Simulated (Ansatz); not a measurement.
Species: CS₂, charge 1, multiplicity 2. 
Structure (B3LYP-D3(BJ)/def2-TZVP (Ansatz, a first-principles code) minimum search):
```
C
S 1 1.5517
S 1 1.5517 2 180.00
```
Charge +1, spin multiplicity 2.

Basis-set convergence of Hartree-Fock and CCSD correlation energies (hartree) with Ansatz. Correlated levels leave the core frozen unless marked. Open shells are spin-unrestricted. No spin-orbit coupling. No relativistic terms.

The UHF reference is spin-contaminated (<S^2> 0.28 over the pure value in the largest basis). 

```
basis            functions       E(HF)  E(corr, CCSD)
---------------  ---------  ----------  -------------
aug-cc-pV(D+d)Z         87  -832.61692       -0.39259
aug-cc-pV(T+d)Z        156         [?]            [?]
```

Fill in the missing entries.


- aug-cc-pV(T+d)Z, E(HF): -832.65234
- aug-cc-pV(T+d)Z, E(corr, CCSD): -0.47074
